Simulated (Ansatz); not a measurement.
A nudged elastic band was laid between two geometries of Al2H4S (7 atoms, charge 0, multiplicity 1).

Computed with RKS PBE0-D4/def2-SVP (Ansatz 0.2.0).

| Item | Value |
| --- | --- |
| movable images | 5 |
| climbing image | yes |
| spring | 5.0 eV/Å² |
| optimiser | quadratic models (default) |
| start path | through a guess of the saddle point |
| force threshold | 0.03 eV/Å |
| iteration limit | 60 |
| end points | relaxed |

Image 0:

```xyz
7
Properties=species:S:1:pos:R:3
Al -1.466 0.425 -0.790
S -0.465 0.709 1.139
Al 1.427 -0.368 0.884
H -0.773 -0.432 -1.929
H -2.878 1.122 -0.950
H 2.402 -0.365 2.132
H 1.754 -1.091 -0.487
```

Image 6:

```xyz
7
Properties=species:S:1:pos:R:3
Al -1.209 0.530 -1.777
S -1.476 -0.175 0.657
Al 0.829 -0.380 0.235
H 0.545 -0.017 -1.420
H -1.511 1.103 1.101
H 1.610 0.855 0.864
H 1.211 -1.916 0.340
```

What changes between the two ends?

Bonds broken: Al1–H5. Bonds formed: S2–H5, Al3–H4.

Give the energies along the band, and the barrier.

The run ended unconverged. The highest image is number 4 of 0 to 6, 2.46 eV above the first end and 1.68 eV above the last; the last end lies 0.78 eV above the first. The band didn't meet its force threshold, so its energies are provisional: the largest band force was still 0.07 eV/Å, and over the last iterations the top stayed at 2.47 eV. Neighbouring images lie up to 4.4 Å apart, so the band is torn or far too coarse. Inner images lie below an end point, which means an intermediate or an end that isn't the lowest structure nearby. The orbitals stay closed-shell, which can raise the energy where a bond breaks towards radicals; this wasn't checked here.

| image | path coordinate (Å) | energy (eV) | Al1–H5 (Å) | S2–H5 (Å) | Al3–H4 (Å) |
| --- | --- | --- | --- | --- | --- |
| 0 | 0.00 | 0.00 | 1.58 | 3.22 | 3.57 |
| 1 | 3.10 | -0.11 | 1.57 | 3.49 | 1.90 |
| 2 | 6.20 | -0.09 | 1.59 | 3.28 | 3.42 |
| 3 | 9.30 | 0.00 | 1.59 | 3.29 | 4.89 |
| 4 | 12.40 | 2.46 | 2.88 | 1.36 | 6.85 |
| 5 | 16.80 | 1.98 | 2.96 | 1.35 | 3.01 |
| 6 | 21.19 | 0.78 | 2.95 | 1.35 | 1.72 |

Run time: 12 min on 1 thread of Arm Neoverse V1 (shared host), peak memory 0.14 GiB.
